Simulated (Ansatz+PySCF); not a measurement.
# Stretching singlet N₂

The N–N distance is varied.

Basis set: STO-3G (spherical functions). Left uncorrelated: 2 orbitals. Charge 0, multiplicity 1.

Computed with Ansatz (development build ahead of 0.2.0), each point on the determinant that the search for low states chose. Each curve is measured from its own lowest point listed. The RHF-MP2 curve may step between solutions. The PBE0 (unrestricted) curve may step between solutions.

```
r(N–N) (Å)  RHF-MP2 (eV)  full CI (lowest root of this spin) (eV)  PBE0 (restricted) (eV)
     0.988         4.437                                    4.050                   3.584
     1.208         0.000                                    0.000                   0.000
     1.372         0.432                                    1.165                   1.698
     1.482         4.723                                    2.390                   3.418
     1.647         9.963                                    4.118                   6.175
     1.811        12.482                                    5.327                   8.798
     1.976        14.095                                    5.974                  11.109
     2.141        15.235                                    6.258                  13.045
     2.305        16.028                                    6.374                  14.549
     2.415        16.393                                    6.413                  15.246
     2.580        16.721                                    6.447                  16.037
     2.744        16.816                                    6.467                  16.631
```

**Question.** Give the PBE0 (unrestricted) curve at the same distances.

**Answer.**

```tsv
r (Å)	E (eV)
0.988	3.584
1.208	0.000
1.372	1.697
1.482	3.040
1.647	4.548
1.811	5.678
1.976	6.450
2.141	6.899
2.305	7.147
2.415	7.248
2.580	7.346
2.744	7.404
```

Caution for RHF-MP2 at some points, PBE0 (restricted) at some points: an unrestricted determinant lies well below. Caution for RHF-MP2 at some points: bonds are stretched, where a single reference can fail; large amplitudes, a single reference is doubtful; the determinant may break the point group; another reference gives a lower total; the program doubts this total. Caution for PBE0 (unrestricted) at some points: the unrestricted determinant is a mixture of spin states.
